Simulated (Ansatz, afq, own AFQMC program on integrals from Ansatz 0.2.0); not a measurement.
## Where AFQMC and coupled cluster stand for W, septet

A free W atom.

Basis def2-TZVPP with its core potentials. Noble-gas cores (and the filled d shells of Ga–Kr and In–Xe) are frozen. AFQMC by an in-house program on the Cholesky factors that Ansatz 0.2.0 writes for its CCSD(T) run. The CISD trial takes its coefficients from CCSD amplitudes. Released means that phaseless walkers are propagated on without the constraint, phases kept. Free projection: walkers drawn from exp(T), propagated without any constraint. Its projection time is finite, and what remains of the start isn't in its error. Uncertainties: one standard error, sampling alone. No spin–orbit coupling. The metal's outer-core s and p shells are frozen, which shifts wave-function levels against functionals.

Determinant: UHF, the one that the program's search chose, which needn't be the lowest solution.

No full CI on the walks' own integrals is used here; CCSDT(Q) serves as the reference and is uncertain by about the last step of the cluster series.

Cautions: no spin-orbit coupling; outer-core shells of the metal frozen; the released energies have errors that jump between times, so the bars are unsure, so no released level is given (meV from the phaseless value at times in 1/Eh: -215 ± 206 at 0.60, 27 ± 38 at 1.20, -13.4 ± 1.1 at 2.00, -10 ± 5 at 3.00, -18 ± 30 at 4.20).

The T1 diagnostic is 0.0065 and the weight of the determinant in the CISD state is 0.956. The ⟨S²⟩ of the determinant is 12.006 and the size of the correlated space is 6 electrons in 52 orbitals.

```tsv
level	correlation energy (eV)
MP2	-2.0239
CCSD	-2.2531
CCSD(T)	-2.3143
```

Estimate where free-projection AFQMC lies against CCSD(T) on the same integrals.

0.23 ± 0.01 kcal/mol below CCSD(T).

Reference: CCSDT(Q), correlation energy -2.325 eV.

```csv
level,E − E(reference) (kcal/mol),share of correlation (%)
CCSD(T),0.24,99.55
CCSDT,0.03,99.95
ph-AFQMC/HF,2.62 ± 0.30,95.11
ph-AFQMC/CISD,0.38 ± 0.03,99.28
free AFQMC,0.01 ± 0.01,99.98
```

Free projections are given only where their last times agree within the noise and don't stop above the reference; a slow remainder of the start can still hide under it. A walk keeps the symmetry of its determinant, which the program's search chose and which needn't be the lowest solution, so a lower state of the same spin and another symmetry isn't excluded.
